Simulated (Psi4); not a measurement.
# HNO (SMILES N=O) at MP3/def2-TZVPPD

What is the energy change on altering one bond length of HNO at MP3/def2-TZVPPD? 

The results are computed with Psi4 1.11.

1 further run of the same task is left out (set aside as unsound or not needed).

### 1 The molecule

The species is HNO (3 atoms), meant as a singlet with charge 0. SMILES: `N=O`. The shape is that of a PBE0-D4/def2-TZVP optimisation.

Bond lengths: N1–O2 1.190 Å, N1–H3 1.063 Å. Angles: O2–N1–H3 108.9°.

### 2 A single-point energy at MP3/def2-TZVPPD

hno.inp reads:

```
memory 2200 MB

molecule m {
  0 1
  N     -0.283700     0.312790    -0.117160
  O      0.755300     0.397200     0.456500
  H     -0.471600    -0.709980    -0.339350
  symmetry c1
}

set basis def2-TZVPPD
set puream true
set e_convergence 1e-09
set d_convergence 1e-08
set scf_type pk
set num_frozen_docc 2
set mp_type conv

energy_value, wavefunction = energy('mp3', return_wfn=True)
```

On the command line:

```sh
$ psi4 -n 1 hno.inp hno.out
```

hno.out:

```text
[...]
  Running in c1 symmetry.
[...]
  Nuclear repulsion =   30.697191710216298
[...]
  Multiplicity = 1
[...]
  Nalpha       = 8
  Nbeta        = 8
[...]
    Number of basis functions: 94
[...]
   @RHF iter   1:  -129.81248228877905   -6.35231e-01   2.88279e-03 DIIS/ADIIS
[...]
   @RHF iter  11:  -129.84559640307063   -1.71383e-11   6.21925e-09 DIIS
[...]
    Orbital Energies [Eh]
    ---------------------
    Doubly Occupied:
       1A    -20.652764     2A    -15.711355     3A     -1.544408
       4A     -0.987495     5A     -0.751452     6A     -0.671337
       7A     -0.605049     8A     -0.423456
[...]
  @RHF Final Energy:  -129.84559640307063
   => Energetics <=
    Nuclear Repulsion Energy =             30.6971917102162983
    One-Electron Energy =                -238.3909475396704352
    Two-Electron Energy =                  77.8481594263835177
    Total Energy =                       -129.8455964030706298
[...]
 Multipole Moments:
 ------------------------------------------------------------------------------------
     Multipole            Electronic (a.u.)      Nuclear  (a.u.)        Total (a.u.)
 ------------------------------------------------------------------------------------
 L = 1.  Multiply by 2.5417464519 to convert [e a0] to [Debye]
 Dipole X            :          0.4054146           -0.8153048           -0.4098902
 Dipole Y            :          0.3396820           -0.9732402           -0.6335583
 Dipole Z            :         -0.0000000           -0.0000000           -0.0000000
 Magnitude           :                                                    0.7545900
[...]
	SCS-MP2 Total Energy (a.u.)        :  -130.27292052721012
	SOS-MP2 Total Energy (a.u.)        :  -130.26962735473330
[...]
	SOS-PI-MP2 Total Energy (a.u.)     :  -130.30224512024583
[...]
	MP2 Total Energy (a.u.)            :  -130.27950687216381
[...]
	SCS-MP3 Total Energy (a.u.)        :  -130.27304555086755
[...]
	MP3 Total Energy (a.u.)            :  -130.28000696679354
[...]
```

Wall time 19 s (1 thread of Intel Xeon at 2.50GHz (Skylake/Cascade Lake), shared host); peak memory 1 GiB.

### 3 The distorted shape

calc.inp reads:

```
memory 2.2 GB

molecule system {
  0 1
  N
  O 1 1.189845
  H 1 1.3824 2 108.86128
  units angstrom
  symmetry c1
}

set basis def2-TZVPPD
set puream true
set e_convergence 1e-09
set d_convergence 1e-08
set scf_type pk
set num_frozen_docc 2
set mp_type conv

result = energy("mp3")
```

On the command line:

```sh
$ psi4 -i calc.inp -o calc.out -n 1
```

calc.out:

```text
[...]
  Running in c1 symmetry.
[...]
  Nuclear repulsion =   29.605717169263173
[...]
  Multiplicity = 1
[...]
  Nalpha       = 8
  Nbeta        = 8
[...]
    Number of basis functions: 94
[...]
   @RHF iter   1:  -129.76198898579332   -7.53325e-01   3.13768e-03 DIIS/ADIIS
[...]
   @RHF iter  12:  -129.80139625623372   -1.08571e-11   6.52927e-09 DIIS
[...]
    Orbital Energies [Eh]
    ---------------------
    Doubly Occupied:
       1A    -20.671391     2A    -15.755110     3A     -1.554987
       4A     -0.948420     5A     -0.720963     6A     -0.679535
       7A     -0.618915     8A     -0.401775
[...]
  @RHF Final Energy:  -129.80139625623372
   => Energetics <=
    Nuclear Repulsion Energy =             29.6057171692631727
    One-Electron Energy =                -236.1120347380515625
    Two-Electron Energy =                  76.7049213125547027
    Total Energy =                       -129.8013962562337156
[...]
 Multipole Moments:
 ------------------------------------------------------------------------------------
     Multipole            Electronic (a.u.)      Nuclear  (a.u.)        Total (a.u.)
 ------------------------------------------------------------------------------------
 L = 1.  Multiply by 2.5417464519 to convert [e a0] to [Debye]
 Dipole X            :          0.7875344           -1.1864269           -0.3988925
 Dipole Y            :         -0.6667815            0.9761803            0.3093988
 Dipole Z            :          0.0000000            0.0000000            0.0000000
 Magnitude           :                                                    0.5048197
[...]
	SCS-MP2 Total Energy (a.u.)        :  -130.24430728531019
	SOS-MP2 Total Energy (a.u.)        :  -130.24095773681586
[...]
	SOS-PI-MP2 Total Energy (a.u.)     :  -130.27477015839909
[...]
	MP2 Total Energy (a.u.)            :  -130.25100638229895
[...]
	SCS-MP3 Total Energy (a.u.)        :  -130.24357059473144
[...]
	MP3 Total Energy (a.u.)            :  -130.24805961998399
[...]
```

It took 20 s on 1 thread of Intel Xeon at 2.50GHz (Skylake/Cascade Lake), shared host; peak memory 1 GiB.

### 4 What came out

Level: MP3/def2-TZVPPD, 2 core orbitals frozen.

```
                                                         quantity          value
                                        first shape: total energy  -130.28001 Eh
                 first shape: HOMO energy (Hartree–Fock orbitals)      -11.52 eV
                 first shape: LUMO energy (Hartree–Fock orbitals)        2.16 eV
               first shape: HOMO–LUMO gap (Hartree–Fock orbitals)       13.69 eV
         first shape: correlation energy (2 core orbitals frozen)     -434.4 mEh
                                    distorted shape: total energy  -130.24806 Eh
             distorted shape: HOMO energy (Hartree–Fock orbitals)      -10.93 eV
             distorted shape: LUMO energy (Hartree–Fock orbitals)        2.01 eV
           distorted shape: HOMO–LUMO gap (Hartree–Fock orbitals)       12.95 eV
     distorted shape: correlation energy (2 core orbitals frozen)     -446.7 mEh
energy change with the N1–H3 bond stretched from 1.063 to 1.382 Å       0.869 eV
```

What this shows: With the N1–H3 bond stretched from 1.063 to 1.382 Å the energy rises by 0.87 eV (83.9 kJ/mol). The first shape isn't relaxed at this level, so the change isn't measured from a minimum.
